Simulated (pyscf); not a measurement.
Thermochemistry of product channels of O=W(=O)(Cl)–Cl + H• on the doublet surface, in kJ/mol, from ωB97M-D3(BJ)/def2-TZVP energies (ideal gas, 1 atm, RRHO with modes under 100 cm⁻¹ raised to 100, one conformer, R ln 2 for rigid chiral ones). Structures and frequencies: ωB97X-D3(BJ)/def2-SVP in PySCF.

```
products                         ΔE  ΔH(298 K)  ΔG(298 K)  ΔG(900 K)
---------------------------  ------  ---------  ---------  ---------
[O=W(=O)–Cl]• + HCl               …       +4.3      -12.6          …
[O=W(OH)(Cl)–Cl]•            -194.0     -172.5     -147.6      -95.7
O=W=O [singlet] + HCl + Cl•       …     +475.1     +427.8     +338.9
```

**Question.** Some entries are withheld; supply them.

**Answer.** 
- [O=W(=O)–Cl]• + HCl, ΔE: -7.2
- [O=W(=O)–Cl]• + HCl, ΔG(900 K): -41.3
- O=W=O [singlet] + HCl + Cl•, ΔE: +465.2

These are energies of the channels, which say nothing of barriers. The other spin state of O=W=O [singlet] is not in these data. A restricted singlet here is unstable towards spin polarisation, as is usual where a triplet lies low; its energy is less safe. Left out: orbital degeneracy and the spin-orbit lowering of Cl. Open-shell species with a d-block atom are single-reference here; other states, and whether the spin sits on metal or ligand, were not checked. Elements past Kr carry the def2 core potentials, without spin-orbit coupling.
